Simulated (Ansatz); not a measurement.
Two shapes of singlet C2H4.

Shape 1:

```xyz
6

C    -0.0229    0.0238   -0.7029
C     0.0451   -0.0141    0.6490
H     0.0071   -0.9752   -1.2178
H    -0.0247    0.8992   -1.2697
H     0.0182   -0.9572    1.2018
H     0.0414    0.9100    1.2587
```

Shape 2:

```xyz
6

C     0.0000    0.0000   -0.7185
C     0.0000    0.0000    0.7185
H     0.0000   -1.0056   -1.3395
H     0.0000    1.0056   -1.3395
H     0.0000   -1.0056    1.3395
H     0.0000    1.0056    1.3395
```

Basis set: def2-TZVP (spherical functions). Left uncorrelated: 2 orbitals. Charge 0, multiplicity 1.

Computed with Ansatz (development build ahead of 0.2.0); each method stands on the lowest determinant of its kind that the runs found.

Problem. Which shape is lower in energy, and by how much in each method?

Solution.

```tsv
method	E(2) − E(1) (eV)
RHF	1.009
RHF-MP2	0.766
```

Shape 1 is lower. Caution: no unrestricted run beside it, a lower state can exist.
